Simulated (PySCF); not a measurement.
BF₃, charge +1, multiplicity 2. Atoms are numbered in the order given.

```xyz
4

B      0.0000     0.0000     0.0000
F     -1.3170     0.0000     0.0000
F      0.6585     1.1405     0.0000
F      0.6585    -1.1405     0.0000
```
Charge +1, spin multiplicity 2.

The structure is a stationary point at TPSSh-D3(BJ)/def2-TZVP. The spin state was assumed, not searched. The isomer is the one that the SMILES or the coordinates give; other isomers of the formula were not compared.

All values below come from TDA-PBE0/def2-SVPD in PySCF.

Vertical excitations; the highest root listed may be one member of a degenerate set. Gas-phase values at a fixed geometry.

Computed UV-visible absorptions:
```tsv
state	energy (eV)	λ (nm)	f	main pairs
root 1	0.94	1321	0.000	β HOMO−3→LUMO (degenerate set)
root 2	0.94	1321	0.000	β HOMO−2→LUMO (degenerate set)
root 3	2.17	572	0.042	β HOMO→LUMO, β HOMO−5→LUMO (degenerate set)
root 4	2.17	572	0.042	β HOMO−1→LUMO, β HOMO−6→LUMO (degenerate set)
root 5	2.92	424	0.000	β HOMO−4→LUMO 100 %
root 6	4.52	274	0.076	β HOMO−5→LUMO (degenerate set)
root 7	4.52	274	0.076	β HOMO−6→LUMO (degenerate set)
root 8	5.06	245	0.000	β HOMO−7→LUMO 100 %
root 9	11.09	112	0.000	β HOMO→LUMO+1 (degenerate set)
root 10	11.09	112	0.000	β HOMO−1→LUMO+1 (degenerate set)
```
Unrestricted roots are not spin-pure.
